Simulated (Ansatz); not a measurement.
Nudged elastic band run: CH₇BS

input.yaml

```yaml
crystal:
  periodic: [false, false, false]
  atoms:
    - { symbol: B, position_ang: [-0.074498, -0.23137, 0.391126] }
    - { symbol: C, position_ang: [0.154351, 0.345117, 1.874933] }
    - { symbol: H, position_ang: [-0.677648, 0.143528, 2.57484] }
    - { symbol: H, position_ang: [1.092243, 0.016745, 2.35916] }
    - { symbol: H, position_ang: [0.223067, 1.445989, 1.789026] }
    - { symbol: H, position_ang: [0.873368, -0.135362, -0.372191] }
    - { symbol: H, position_ang: [-1.157011, -0.030647, -0.125499] }
    - { symbol: S, position_ang: [-0.019688, -2.283979, 0.619111] }
    - { symbol: H, position_ang: [-0.521007, -2.742452, -0.559679] }
    - { symbol: H, position_ang: [-1.170876, -2.568468, 1.290675] }
basis:
  gaussian: { orbitals: "6-31G*" }
hamiltonian:
  xc: pbe
  dispersion: d4
neb:
  order_check: false
  images: 7
  f_tol: 0.03
  max_iterations: 60
  final_atoms:
    - { symbol: B, position_ang: [-0.0223494, -0.74318358, -0.72427054] }
    - { symbol: C, position_ang: [-0.00660813, 0.07732692, 2.6733343] }
    - { symbol: H, position_ang: [-0.98010958, 0.28920394, 3.14172722] }
    - { symbol: H, position_ang: [0.80304377, 0.30706233, 3.38299608] }
    - { symbol: H, position_ang: [0.1101031, 0.702225, 1.77402465] }
    - { symbol: H, position_ang: [1.03188909, -0.17084091, -0.78513345] }
    - { symbol: H, position_ang: [-1.07716826, -0.17120016, -0.71014661] }
    - { symbol: S, position_ang: [0.0738273, -2.52384785, -0.67997943] }
    - { symbol: H, position_ang: [-1.25406242, -2.82170287, -0.62259606] }
    - { symbol: H, position_ang: [0.04373553, -0.98594181, 2.39154584] }
  initial_path:
    images:
      - { positions_ang: [[-0.074498, -0.23137, 0.391126], [0.154351, 0.345117, 1.874933], [-0.677648, 0.143528, 2.57484], [1.092243, 0.016745, 2.35916], [0.223067, 1.445989, 1.789026], [0.873368, -0.135362, -0.372191], [-1.157011, -0.030647, -0.125499], [-0.019688, -2.283979, 0.619111], [-0.521007, -2.742452, -0.559679], [-1.170876, -2.568468, 1.290675]] }
      - { positions_ang: [[-0.07633454, -0.18155992, 0.28682594], [0.11662757, 0.26983591, 1.88634259], [-0.74755918, 0.02970007, 2.51806049], [1.02673012, -0.13824835, 2.33956792], [0.21382397, 1.3570867, 1.90246659], [0.88491453, -0.09941542, -0.44603484], [-1.15158279, -0.0527697, -0.23725803], [-0.06485433, -2.23206197, 0.65204455], [-0.57931008, -2.78563104, -0.47567328], [-0.90015427, -2.20783529, 1.41516007]] }
      - { positions_ang: [[-0.07817108, -0.13174983, 0.18252587], [0.07890413, 0.19455483, 1.89775217], [-0.81747037, -0.08412786, 2.46128098], [0.96121723, -0.29324169, 2.31997585], [0.20458094, 1.2681844, 2.01590718], [0.89646106, -0.06346884, -0.51987867], [-1.14615458, -0.0748924, -0.34901705], [-0.11002065, -2.18014494, 0.6849781], [-0.63761316, -2.82881008, -0.39166756], [-0.62943254, -1.84720259, 1.53964513]] }
      - { positions_ang: [[-0.08000761, -0.08193975, 0.07822581], [0.0411807, 0.11927374, 1.90916176], [-0.88738155, -0.19795578, 2.40450147], [0.89570435, -0.44823504, 2.30038377], [0.19533792, 1.17928209, 2.12934777], [0.9080076, -0.02752226, -0.59372251], [-1.14072638, -0.09701509, -0.46077608], [-0.15518698, -2.12822791, 0.71791165], [-0.69591624, -2.87198912, -0.30766183], [-0.3587108, -1.48656988, 1.6641302]] }
      - { positions_ang: [[-0.08184415, -0.03212967, -0.02607425], [0.00345727, 0.04399266, 1.92057134], [-0.95729274, -0.31178371, 2.34772196], [0.83019147, -0.60322839, 2.2807917], [0.18609489, 1.09037979, 2.24278836], [0.91955413, 0.00842432, -0.66756635], [-1.13529817, -0.11913779, -0.57253511], [-0.2003533, -2.07631088, 0.7508452], [-0.75421932, -2.91516816, -0.22365611], [-0.08798907, -1.12593717, 1.78861526]] }
      - { positions_ang: [[-0.06697046, -0.20989314, -0.20062332], [0.00094092, 0.05232622, 2.10876208], [-0.96299695, -0.1615368, 2.54622327], [0.82340454, -0.37565571, 2.55634279], [0.16709694, 0.99334109, 2.12559743], [0.94763787, -0.03639198, -0.69695812], [-1.12076569, -0.13215338, -0.60693798], [-0.13180815, -2.18819512, 0.39313904], [-0.8791801, -2.89180183, -0.3233911], [-0.05505792, -1.09093833, 1.93934791]] }
      - { positions_ang: [[-0.05209678, -0.38765662, -0.37517239], [-0.00157543, 0.06065979, 2.29695282], [-0.96870116, -0.01128989, 2.74472459], [0.81661762, -0.14808303, 2.83189389], [0.14809899, 0.89630239, 2.0084065], [0.97572161, -0.08120829, -0.7263499], [-1.10623321, -0.14516898, -0.64134086], [-0.063263, -2.30007937, 0.03543288], [-1.00414087, -2.86843551, -0.42312608], [-0.02212677, -1.05593949, 2.09008055]] }
      - { positions_ang: [[-0.03722309, -0.5654201, -0.54972147], [-0.00409178, 0.06899335, 2.48514356], [-0.97440537, 0.13895702, 2.9432259], [0.80983069, 0.07948965, 3.10744498], [0.12910105, 0.7992637, 1.89121558], [1.00380535, -0.1260246, -0.75574167], [-1.09170074, -0.15818457, -0.67574373], [0.00528215, -2.41196361, -0.32227327], [-1.12910165, -2.84506919, -0.52286107], [0.01080438, -1.02094065, 2.2408132]] }
      - { positions_ang: [[-0.0223494, -0.74318358, -0.72427054], [-0.00660813, 0.07732692, 2.6733343], [-0.98010958, 0.28920394, 3.14172722], [0.80304377, 0.30706233, 3.38299608], [0.1101031, 0.702225, 1.77402465], [1.03188909, -0.17084091, -0.78513345], [-1.07716826, -0.17120016, -0.71014661], [0.0738273, -2.52384785, -0.67997943], [-1.25406242, -2.82170287, -0.62259606], [0.04373553, -0.98594181, 2.39154584]] }
```

Launched with:

```bash
$ ansatz run input.yaml --threads 1 --pin off --max-ram 2048MiB --backend cpu --events-out ev --progress --plain --runs-dir out
```

Output, in part (warnings, iteration lines, the closing report on the highest movable image, with atoms numbered from 0):

```
NEB end point (image 0): max|allowed force component| = 1.617e-2 eV/Å (the criterion of neb.relax_end_points is 1.000e-2)
NEB end point (image 8): max|allowed force component| = 2.120e-2 eV/Å (the criterion of neb.relax_end_points is 1.000e-2)
NEB iter   1: max|band force component| = 1.505e1 eV/Å  barrier→ = 4.7117 eV  barrier← = 5.4417 eV  Δτ_max = 0.1921 Å  (229 SCF iters)
NEB iter   2: max|band force component| = 4.685e0 eV/Å  barrier→ = 2.9120 eV  barrier← = 3.6419 eV  Δτ_max = 0.2000 Å  (206 SCF iters)
NEB iter   3: max|band force component| = 1.989e0 eV/Å  barrier→ = 1.9130 eV  barrier← = 2.6429 eV  Δτ_max = 0.2000 Å  (198 SCF iters)
NEB iter   4: max|band force component| = 2.416e0 eV/Å  barrier→ = 1.3806 eV  barrier← = 2.1105 eV  Δτ_max = 0.1046 Å  (202 SCF iters)
NEB iter   5: max|band force component| = 1.573e0 eV/Å  barrier→ = 1.0495 eV  barrier← = 1.7795 eV  Δτ_max = 0.1056 Å  (182 SCF iters)
NEB iter   6: max|band force component| = 1.375e0 eV/Å  barrier→ = 0.9016 eV  barrier← = 1.6316 eV  Δτ_max = 0.1022 Å  (186 SCF iters)
NEB iter   7: max|band force component| = 1.309e0 eV/Å  barrier→ = 0.7318 eV  barrier← = 1.4618 eV  Δτ_max = 0.0697 Å  (187 SCF iters)
NEB iter   8: max|band force component| = 7.176e-1 eV/Å  barrier→ = 0.6330 eV  barrier← = 1.3629 eV  Δτ_max = 0.0995 Å  (193 SCF iters)
NEB iter   9: max|band force component| = 7.968e-1 eV/Å  barrier→ = 0.6812 eV  barrier← = 1.4111 eV  CI = image 4  Δτ_max = 0.1972 Å  (182 SCF iters)
NEB iter  10: max|band force component| = 1.041e0 eV/Å  barrier→ = 0.7930 eV  barrier← = 1.5229 eV  CI = image 4  Δτ_max = 0.0659 Å  (190 SCF iters)
NEB iter  11: max|band force component| = 1.984e-1 eV/Å  barrier→ = 0.7499 eV  barrier← = 1.4799 eV  CI = image 4  Δτ_max = 0.0934 Å  (190 SCF iters)
NEB iter  12: max|band force component| = 1.645e-1 eV/Å  barrier→ = 0.7450 eV  barrier← = 1.4750 eV  CI = image 4  Δτ_max = 0.1000 Å  (189 SCF iters)
NEB iter  13: max|band force component| = 8.072e-2 eV/Å  barrier→ = 0.7407 eV  barrier← = 1.4706 eV  CI = image 4  Δτ_max = 0.1999 Å  (185 SCF iters)
NEB iter  14: max|band force component| = 1.279e-1 eV/Å  barrier→ = 0.7383 eV  barrier← = 1.4683 eV  CI = image 4  Δτ_max = 0.1000 Å  (187 SCF iters)
NEB iter  15: max|band force component| = 9.925e-2 eV/Å  barrier→ = 0.7376 eV  barrier← = 1.4675 eV  CI = image 4  Δτ_max = 0.1001 Å  (187 SCF iters)
NEB iter  16: max|band force component| = 7.726e-2 eV/Å  barrier→ = 0.7368 eV  barrier← = 1.4668 eV  CI = image 4  Δτ_max = 0.1001 Å  (186 SCF iters)
NEB iter  17: max|band force component| = 7.929e-2 eV/Å  barrier→ = 0.7364 eV  barrier← = 1.4663 eV  CI = image 4  Δτ_max = 0.1001 Å  (187 SCF iters)
NEB iter  18: max|band force component| = 5.843e-2 eV/Å  barrier→ = 0.7361 eV  barrier← = 1.4661 eV  CI = image 4  Δτ_max = 0.0571 Å  (187 SCF iters)
NEB iter  19: max|band force component| = 7.350e-2 eV/Å  barrier→ = 0.7360 eV  barrier← = 1.4660 eV  CI = image 4  Δτ_max = 0.0286 Å  (191 SCF iters)
NEB iter  20: max|band force component| = 7.000e-2 eV/Å  barrier→ = 0.7360 eV  barrier← = 1.4660 eV  CI = image 4  Δτ_max = 0.0286 Å  (164 SCF iters)
NEB iter  21: max|band force component| = 2.958e-2 eV/Å  barrier→ = 0.7360 eV  barrier← = 1.4660 eV  CI = image 4  Δτ_max = 0.0000 Å  (340 SCF iters)
Total energy: -12653.37673123 eV, -465.0030181060 hartree
Atom 0 at    -0.006217    -0.337191     0.215892 Å, force    -0.001808    -0.001345    -0.002986 eV/Å
Atom 1 at    -0.061536     0.021914     1.907934 Å, force    -0.000695     0.002417     0.002684 eV/Å
Atom 2 at    -0.985623    -0.244631     2.447622 Å, force    -0.000044    -0.000172    -0.000034 eV/Å
Atom 3 at     0.814523    -0.216944     2.535498 Å, force     0.000272    -0.000426     0.000029 eV/Å
Atom 4 at    -0.063590     1.117450     1.767603 Å, force     0.000039    -0.000599    -0.000008 eV/Å
Atom 5 at     1.054830     0.028719    -0.219639 Å, force     0.000249    -0.000755    -0.000193 eV/Å
Atom 6 at    -1.047060    -0.008192    -0.288107 Å, force     0.000278     0.000557    -0.000137 eV/Å
Atom 7 at     0.134420    -2.407336     0.041713 Å, force     0.000392     0.000713    -0.000126 eV/Å
Atom 8 at    -1.187175    -2.684301     0.212147 Å, force     0.000522     0.000955    -0.000008 eV/Å
Atom 9 at     0.069728    -1.310388     1.220840 Å, force     0.000794    -0.001345     0.000779 eV/Å
Dipole moment:    -0.202997    -0.004356     0.355207 e Å
```

The run converged. Beside the main top the profile has a ripple of under 15 meV (maxima at images 2, 4), which may be a very shallow well or noise. A vibrational analysis at the climbing image gives one clearly imaginary mode, 778i cm⁻¹: a first-order saddle point. The orbitals stay closed-shell, which can raise the energy where a bond breaks towards radicals; this wasn't checked here.

Final band (atoms are numbered from 1 in the order of the input):

| image | path coordinate (Å) | energy (kcal/mol) | B1–C2 (Å) | S8–H10 (Å) | C2–H10 (Å) |
| --- | --- | --- | --- | --- | --- |
| 0 | 0.00 | 0.0 | 1.61 | 1.36 | 3.25 |
| 1 | 1.15 | 1.5 | 1.61 | 1.36 | 2.94 |
| 2 | 2.30 | 2.3 | 1.60 | 1.37 | 3.43 |
| 3 | 3.45 | 1.9 | 1.61 | 1.36 | 2.51 |
| 4 | 4.60 | 17.0 | 1.73 | 1.61 | 1.50 |
| 5 | 5.35 | -2.4 | 2.27 | 2.21 | 1.14 |
| 6 | 6.10 | -13.3 | 2.80 | 2.63 | 1.10 |
| 7 | 6.85 | -16.5 | 3.23 | 3.07 | 1.10 |
| 8 | 7.61 | -16.8 | 3.50 | 3.44 | 1.10 |

Time of the run: 4.5 min on 1 thread of Arm Neoverse V1 (shared host), peak memory 0.12 GiB.
